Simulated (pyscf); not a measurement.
One elimination on the doublet surface with elements of a group swapped. ωB97M-D3(BJ)/def2-TZVP, kcal/mol, from the reactant's lowest minimum found. Single points on ωB97X-D3(BJ)/def2-SVP structures (PySCF, gas phase).

| step | barrier | reaction energy | imaginary mode (i cm⁻¹) |
|---|---|---|---|
| `[OH][Ta]([OH])([Cl])[Cl]` [doublet] -> `[O]=[Ta]([Cl])[Cl]` [doublet] + `[OH2]` | 35.4 | +36.1 | 1623 |
| `[OH][Nb]([OH])([Cl])[Cl]` [doublet] -> `[O]=[Nb]([Cl])[Cl]` [doublet] + `[OH2]` | [?] | [?] | 1707 |

Q: Complete the blanks.

A: 
- `[OH][Nb]([OH])([Cl])[Cl]` [doublet] -> `[O]=[Nb]([Cl])[Cl]` [doublet] + `[OH2]`, barrier: 38.1
- `[OH][Nb]([OH])([Cl])[Cl]` [doublet] -> `[O]=[Nb]([Cl])[Cl]` [doublet] + `[OH2]`, reaction energy: +35.8

Row 1: On the reactant side the descent ends in a point that may be a rotor saddle (no frequency run), 1.8 kcal/mol over the lowest minimum found and 34.2 kcal/mol under the saddle at ωB97X-D3(BJ)/def2-TZVP. On the product side the descent ends in an adduct with a O–Ta contact, 24.1 kcal/mol under the separated species and 21.0 kcal/mol under the saddle at ωB97X-D3(BJ)/def2-TZVP. Row 2: On the product side the descent ends in an adduct with a Nb–O contact, 28.1 kcal/mol under the separated species and 28.5 kcal/mol under the saddle at ωB97X-D3(BJ)/def2-TZVP. Each row is the saddle that its search found. Open-shell species with a d-block atom are single-reference here; other states, and whether the spin sits on metal or ligand, were not checked. Elements past Kr carry the def2 core potentials, without spin-orbit coupling.
